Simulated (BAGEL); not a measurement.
**H2S2 (SMILES SS) at HF/STO-3G (density fitting with cc-pvqz-jkfit)**

Aim: the energy change on altering one bond length of H2S2 at HF/STO-3G (density fitting with cc-pvqz-jkfit), from 2 runs. 

Program for the calculation: BAGEL 1.2.2.

7 further runs of the same task are left out: 7 set aside as unsound or not needed.

## 1. The system as given

H2S2: 4 atoms, total charge 0, spin state singlet. As SMILES, `SS`. The coordinates come from a PBE0-D4/def2-TZVP relaxation.

Bond lengths: S1–S2 2.046 Å, S1–H3 1.347 Å, S2–H4 1.347 Å. Angles: S1–S2–H4 98.6°, S2–S1–H3 98.6°.

## 2. A single-point energy at HF/STO-3G (density fitting with cc-pvqz-jkfit)

Contents of calc.json:

```json
{ "bagel" : [

{
  "title" : "molecule",
  "basis" : "sto-3g",
  "df_basis" : "cc-pvqz-jkfit",
  "angstrom" : "true",
  "geometry" : [
    { "atom" : "S", "xyz" : [       0.784480,      -0.789210,       0.166690 ] },
    { "atom" : "S", "xyz" : [       0.060220,       1.121560,       0.067360 ] },
    { "atom" : "H", "xyz" : [      -0.225420,      -1.352590,       0.856880 ] },
    { "atom" : "H", "xyz" : [      -0.619290,       1.020250,      -1.090950 ] }
  ]
},

{ "title" : "hf" },

{ "title" : "print", "file" : "orbitals.molden", "orbitals" : "true" }

]}
```

Started as:

```
$ BAGEL_NUM_THREADS=1 BAGEL calc.json > calc.out
```

Output:

```text
* using 1 threads per process

  ===============================================================
  ===============================================================

  *** Geometry ***

  { "atom" : "S", "xyz" : [      1.482452,     -1.491391,      0.314998 ] },
  { "atom" : "S", "xyz" : [      0.113799,      2.119441,      0.127292 ] },
  { "atom" : "H", "xyz" : [     -0.425982,     -2.556025,      1.619269 ] },
  { "atom" : "H", "xyz" : [     -1.170288,      1.927993,     -2.061597 ] },

  Number of auxiliary basis functions:      398

  Since a DF basis is specified, we compute 2- and 3-index integrals:
    o Being stored without compression. Storage requirement is 0.001 GB

  Number of basis functions:       20
  Number of electrons      :       34

    * METHOD: MOLECULE                             0.10

  *** RHF ***

  === Nuclear Repulsion ===
    85.4431433822

      * DIIS with orbital gradients will be used.

  === RHF iteration (sto-3g) ===
      0       -787.47476780          0.00902076           0.01
      1       -787.49021916          0.00116589           0.01
      2       -787.49049686          0.00016614           0.01
      3       -787.49050518          0.00002605           0.01
      4       -787.49050555          0.00000840           0.01
      5       -787.49050559          0.00000144           0.01
      6       -787.49050560          0.00000026           0.01
      7       -787.49050560          0.00000005           0.01
      8       -787.49050560          0.00000000           0.01
    * SCF iteration converged.

    * Permanent dipole moment:
           (    0.401833,     0.158099,     0.111341) a.u.

    * METHOD: HF                                   0.11

    * METHOD: PRINT                                0.00

  ===============================================================
```

Wall time 0.32 s (1 thread of Arm Neoverse V1, shared host).

## 3. The distorted shape

Contents of job.json:

```json
{ "bagel" : [

{
  "title" : "molecule",
  "basis" : "sto-3g",
  "df_basis" : "cc-pvqz-jkfit",
  "angstrom" : true,
  "geometry" : [
    { "atom" : "S", "xyz" : [    1.328082,   -0.708163,    1.093327 ] },
    { "atom" : "S", "xyz" : [    0.603822,    1.202607,    0.993997 ] },
    { "atom" : "H", "xyz" : [    0.318182,   -1.271543,    1.783517 ] },
    { "atom" : "H", "xyz" : [   -0.619290,    1.020250,   -1.090950 ] }
  ]
},
{ "title" : "hf" },
{ "title" : "print", "file" : "orbitals.molden", "orbitals" : true }

]}
```

Started as:

```
$ BAGEL_NUM_THREADS=1 BAGEL job.json > job.out
```

Output:

```text
* using 1 threads per process

  ===============================================================
  ===============================================================

  *** Geometry ***

  { "atom" : "S", "xyz" : [      2.509711,     -1.338234,      2.066089 ] },
  { "atom" : "S", "xyz" : [      1.141058,      2.272598,      1.878382 ] },
  { "atom" : "H", "xyz" : [      0.601277,     -2.402868,      3.370359 ] },
  { "atom" : "H", "xyz" : [     -1.170288,      1.927993,     -2.061597 ] },

  Number of auxiliary basis functions:      398

  Since a DF basis is specified, we compute 2- and 3-index integrals:
    o Being stored without compression. Storage requirement is 0.001 GB

  Number of basis functions:       20
  Number of electrons      :       34

    * METHOD: MOLECULE                             0.10

  *** RHF ***

  === Nuclear Repulsion ===
    81.8681029229

      * DIIS with orbital gradients will be used.

  === RHF iteration (sto-3g) ===
      0       -787.23065393          0.01082463           0.01
      1       -787.26031411          0.00383628           0.01
      2       -787.26347607          0.00124255           0.01
      3       -787.26420010          0.00062600           0.01
      4       -787.26435904          0.00028801           0.01
      5       -787.26439241          0.00002705           0.01
      6       -787.26439265          0.00000516           0.01
      7       -787.26439267          0.00000141           0.01
      8       -787.26439267          0.00000064           0.01
      9       -787.26439267          0.00000024           0.01
     10       -787.26439267          0.00000011           0.01
     11       -787.26439267          0.00000006           0.01
     12       -787.26439267          0.00000003           0.01
     13       -787.26439267          0.00000001           0.01
     14       -787.26439267          0.00000001           0.01
    * SCF iteration converged.

    * Permanent dipole moment:
           (    0.115370,     0.229962,    -0.338921) a.u.

    * METHOD: HF                                   0.14

    * METHOD: PRINT                                0.00

  ===============================================================
```

It took 0.36 s on 1 thread of Arm Neoverse V1, shared host.

## 4. What came out

Level: HF/STO-3G (density fitting with cc-pvqz-jkfit).

```
                                                         quantity          value
                                        first shape: total energy  -787.49051 Eh
                                       first shape: dipole moment         1.13 D
                                         first shape: HOMO energy       -7.41 eV
                                         first shape: LUMO energy        9.33 eV
                                       first shape: HOMO–LUMO gap       16.74 eV
                                    distorted shape: total energy  -787.26439 Eh
                                   distorted shape: dipole moment         1.08 D
                                     distorted shape: HOMO energy       -5.83 eV
                                     distorted shape: LUMO energy        3.03 eV
                                   distorted shape: HOMO–LUMO gap        8.85 eV
energy change with the S2–H4 bond stretched from 1.347 to 2.424 Å       6.153 eV
```

One bond (distorted shape) is far stretched, which a spin-restricted single reference describes badly; a broken-symmetry solution may lie lower. With the S2–H4 bond stretched from 1.347 to 2.424 Å the energy rises by 6.15 eV (594 kJ/mol). The first shape isn't relaxed at this level, so the change isn't measured from a minimum. A restricted reference can't describe the breaking bond well at this length. The minimal basis adds a large error of its own.
